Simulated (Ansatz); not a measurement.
## α-phase Ga

Method: r²SCAN-D4 (Ansatz, a first-principles code, plane waves, PAW).

Run with plane-wave cutoff 500 eV, 18×18×16 k mesh (along the axes of the cell as run), Fermi–Dirac smearing 0.1 eV, scalar-relativistic PAW data made under PBE.

Cell: relaxed at this level.

equilibrium volume per atom: 18.86 Å³/atom
equilibrium lattice constant a: 4.448 Å
lattice parameter b: 7.550 Å
lattice parameter c: 4.493 Å
